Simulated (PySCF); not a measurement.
# Worked example: Si–NH2, quartet against Si–NH$_{2}$, doublet

Geometry (PBE0/def2-TZVP stationary point of a doublet), kept for both states (Si–NH2, doublet: B2; Si–NH2, quartet: A2):

```xyz
4

Si    0.0000    0.0000    0.6455
N     0.0000    0.0000   -1.0599
H     0.0000    0.8350   -1.6290
H     0.0000   -0.8350   -1.6290
```

Basis cc-pVDZ; PySCF 2.14.0. Correlated methods freeze the noble-gas cores. R marks a restricted (for open shells ROHF) determinant, U an unrestricted one.

Full CI isn't at hand for all of this; RCCSDT serves as the reference. It lacks quadruple excitations, which often exceed the step from CCSD(T) to CCSDT. The frozen core follows each run's orbitals, which can shift R against U totals by a few meV.

```json
{"level": "UHF", "E(Si–NH2, doublet) (hartree)": "-344.518844", "E(Si–NH2, quartet) (hartree)": "-344.425150"}
{"level": "UMP2", "E(Si–NH2, doublet) (hartree)": "-344.756715", "E(Si–NH2, quartet) (hartree)": "-344.636923"}
{"level": "UCCSD(T)", "E(Si–NH2, doublet) (hartree)": "-344.790186", "E(Si–NH2, quartet) (hartree)": "-344.662084"}
{"level": "PBE", "E(Si–NH2, doublet) (hartree)": "-345.186757", "E(Si–NH2, quartet) (hartree)": "-345.054822"}
{"level": "B3LYP", "E(Si–NH2, doublet) (hartree)": "-345.423270", "E(Si–NH2, quartet) (hartree)": "-345.284166"}
{"level": "RCCSDT", "E(Si–NH2, doublet) (hartree)": "-344.790910", "E(Si–NH2, quartet) (hartree)": "-344.662644"}
```

Give the vertical gap, Si–NH2 quartet less Si–NH2 doublet, at each level in eV (1 hartree = 27.2114 eV), and each error against RCCSDT.

RCCSDT: (-344.662644 − (-344.790910)) × 27.2114 = 3.490 eV (the reference)
B3LYP: (-345.284166 − (-345.423270)) × 27.2114 = 3.785 eV, error 0.295 eV
PBE: (-345.054822 − (-345.186757)) × 27.2114 = 3.590 eV, error 0.100 eV
UCCSD(T): (-344.662084 − (-344.790186)) × 27.2114 = 3.486 eV, error -0.004 eV
UMP2: (-344.636923 − (-344.756715)) × 27.2114 = 3.260 eV, error -0.230 eV
UHF: (-344.425150 − (-344.518844)) × 27.2114 = 2.550 eV, error -0.940 eV

Total energies of functionals can't be set beside those of wave-function methods, since they hold the core's correlation and their own absolute errors; only the differences compare.

In so small a basis the reference is far from its limit while semilocal and hybrid functionals are nearer theirs, so the functionals' errors here hold much of the reference's basis and frozen-core error, which can add to them or hide them.

Each level lands on the state that its own search finds. T1 diagnostics of restricted CCSD: 0.022 and 0.020.
